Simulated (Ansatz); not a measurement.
Molecule: LiF, net charge 1, doublet state. 
Structure (B3LYP-D3(BJ)/def2-TZVP (Ansatz, a program for electronic structure) minimum search):
```xyz
2

Li     0.0000     0.0000    -1.5294
F      0.0000     0.0000     0.5098
```
Charge +1, spin multiplicity 2.

Basis-set convergence of Hartree-Fock and CCSD(T) correlation energies (hartree) with Ansatz. Valence correlation only, unless marked. UHF or UKS for open shells. No spin-orbit coupling. No relativistic terms.

```csv
basis,functions,E(HF),"E(corr, CCSD(T))"
def2-SVP,23,-106.52787,-0.15279
def2-TZVPP,50,-106.65647,-0.21384
def2-QZVPP,92,-106.66184,-0.23571
```

Extrapolating the two largest sets (X = 3 and 4) as X^-3: E(corr) = (64·(-0.23571) - 27·(-0.21384))/37 = -0.2517 Eh, an estimate of the basis-set limit. The largest set recovers 93.7 % of it, the smallest 60.7 %.
